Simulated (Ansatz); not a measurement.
**SiCl (doublet): from Hartree-Fock to the top rungs, def2-QZVPP**

An exercise on one series of results from a longer session: the logs are not shown, and one member is left open.

Computed with Ansatz 0.2.0, Gaussian basis. Level: def2-QZVPP, core rule «outside noble gas», up to 10 orbitals frozen.

The runs, in order: UHF; ROHF; CCSD(T) on UHF.

## What is computed

The geometry is a PBE0/def2-TZVP stationary point (not a proven minimum) of the parent state, kept for this charge and spin.

2 atoms, charge 0, spin multiplicity 2.

Atoms are counted from 1 here; the program's logs count them from 0.

Bond lengths: Si1–Cl2 2.058 Å.

As a file:

```xyz
2
ClSi
Si    0.00000    0.00000    0.00000
Cl    0.00000    0.00000    2.05790
```

The first run:

File in.yaml:

```yaml
crystal:
  periodic: [false, false, false]
  atoms:
    - {symbol: Si, position_ang: [0.000000, 0.000000, 0.000000]}
    - {symbol: Cl, position_ang: [0.000000, 0.000000, 2.057900]}
basis:
  gaussian: {orbitals: "def2-QZVPP.json"}
magnetization: {spin_polarized: true, initial_magnetization: 1}
hamiltonian: {xc: hf}
output: {orbitals: {seedname: orbitals}}
```

Command:

```console
ansatz run in.yaml --threads 1 --pin off --events-out ev --progress --plain --max-ram 2393MiB
```

Among the steps run: UHF; ROHF; CCSD(T) on UHF.

One of the session's tables, all rows but one given; the rest of the session is left out.

```
  method  from UCCSD(T) (meV)
    ROHF              +9175.4
     UHF              +9028.0
    UMP2                    ?
   UCCSD               +427.1
UCCSD(T)                    0
```

Estimate the missing values for UMP2.

The run gave: from UCCSD(T) (meV): +1184.5. In the column «from UCCSD(T) (meV)» it lies between UCCSD (+427.1) and UHF (+9028.0).
